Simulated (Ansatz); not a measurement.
# CH4NSi+ (SMILES C1=[NH+][SiH2]1): single points off equilibrium

An exercise on one series of results from a longer session: the logs are not shown, and one member is left open.

Method: single points in def2-TZVPP; program: Ansatz 0.2.0, Gaussian basis.

Cores are frozen in the correlated methods.

**Starting geometry**

7 atoms, charge 1, spin multiplicity 1.

Atoms are counted from 1 here; the program's logs count them from 0.

Bond lengths: C1–N2 1.073 Å, C1–Si3 1.822 Å, C1–H4 1.207 Å, N2–Si3 1.780 Å, N2–H5 1.254 Å, Si3–H7 1.550 Å. Angles: N2–C1–Si3 70.5°, N2–C1–H4 139.4°, Si3–C1–H4 149.9°, C1–N2–Si3 74.8°, C1–N2–H5 117.2°, Si3–N2–H5 166.5°, C1–Si3–N2 34.6°, C1–Si3–H7 117.7°, N2–Si3–H7 101.1°.

As a file:

```xyz
7
CH4NSi
C    -0.74000   -0.37630   -0.32720
N    -0.04840    0.35510   -0.70000
Si    0.52820   -0.04020    0.93750
H    -1.76170   -0.92540   -0.66150
H    -0.17200    0.70320   -1.89800
H     0.17930    1.58430    1.81340
H     1.98040   -0.49320    0.64110
```

The first run:

run/in.yaml reads:

```yaml
crystal:
  periodic: [false, false, false]
  atoms:
    - {symbol: C, position_ang: [-0.740000, -0.376300, -0.327200]}
    - {symbol: N, position_ang: [-0.048400, 0.355100, -0.700000]}
    - {symbol: Si, position_ang: [0.528200, -0.040200, 0.937500]}
    - {symbol: H, position_ang: [-1.761700, -0.925400, -0.661500]}
    - {symbol: H, position_ang: [-0.172000, 0.703200, -1.898000]}
    - {symbol: H, position_ang: [0.179300, 1.584300, 1.813400]}
    - {symbol: H, position_ang: [1.980400, -0.493200, 0.641100]}
basis:
  gaussian: {orbitals: def2-TZVPP}
total_charge: 1
correlation: {method: ccsd_t}
output: {forces: true}
```

No record of the launch command was kept for these runs.

Steps of the session up to this table: CCSD(T)/def2-TZVPP; PBE0-D4/def2-TZVPP; wB97M-V/def2-TZVPP; r2SCAN-D4/def2-TZVPP; PBE-D4/def2-TZVPP; BLYP-D4/def2-TZVPP; LC-wPBE/def2-TZVPP.

One of the session's tables, all rows but one given; the rest of the session is left out.

```
   method  RMS force component (eV/Å)  angle to CCSD(T) forces (°)
  CCSD(T)                       8.614                    reference
  PBE0-D4                       8.217                          0.7
  wB97M-V                       8.313                          0.9
r2SCAN-D4                       8.165                          0.5
   PBE-D4                       8.267                          1.1
  BLYP-D4                           ?                            ?
  LC-wPBE                       8.381                          1.9
```

**Question.** Estimate the row for BLYP-D4.

**Answer.** RMS force component (eV/Å): 8.173; angle to CCSD(T) forces (°): 1.3. In the column «RMS force component (eV/Å)» it lies between r2SCAN-D4 (8.165) and PBE0-D4 (8.217).
